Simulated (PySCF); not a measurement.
# Structure from NMR data

Molecular formula: C3H7Cl. Simulated spectra:

¹H NMR (500 MHz, computed): δ 3.38 (t, 2H), 1.74 (m, 2H), 0.98 (t, 3H).

¹³C{¹H} NMR (computed): δ 51.9 (CH2), 32.2 (CH2), 14.2 (CH3).

- GFN2-xTB geometry
- PBE0/pcSseg-1 with gauge-including orbitals
- code: PySCF
- isolated molecule, no relativistic terms, single conformer, one averaged value for each set of equivalent atoms

Shifts are taken against calculated references (same method and geometry level): TMS for ¹H (σ = 31.72 ppm) and ¹³C (σ = 186.93 ppm).

What is the structure?

Answers


The formula gives 0 degrees of unsaturation. 3 carbon signals for 3 carbons: no two carbons are equivalent. Carbon types of the structure: 2 × CH2, 1 × CH3, which accounts for all hydrogens. δC 51.9: sp3 CH2 bonded to Cl; the inductive effect lowers its shielding. δC 32.2: sp3 CH2; aliphatic region, no heteroatom directly attached. δC 14.2: methyl carbon; aliphatic region, no heteroatom directly attached. δH 3.38: hydrogen on an sp3 CH2 bonded to Cl; its carbon carries Cl, an electronegative neighbour. δH 1.74: hydrogen on an sp3 CH2. δH 0.98: hydrogen on a methyl carbon; far from electronegative atoms and π systems.

Structure: `C(C)CCl`.

Carbons that carry Cl, above all several Cl atoms, come out too deshielded, partly because spin–orbit coupling is missing. Shifts are as computed. Against solution values, carbons near 30 ppm lie about +3 ppm off and those near 130 ppm about +5 ppm. Of 246 compounds with measured shifts, 49 miss one by over three times the rms of a fit or turn the order of signals round; such compounds aren't used in these exercises. No couplings were computed; multiplicities are counted from neighbouring protons, with m where these are inequivalent, close in shift, in a saturated or five-membered ring or joined by F or P, and br s for small geminal =CH2 splittings.
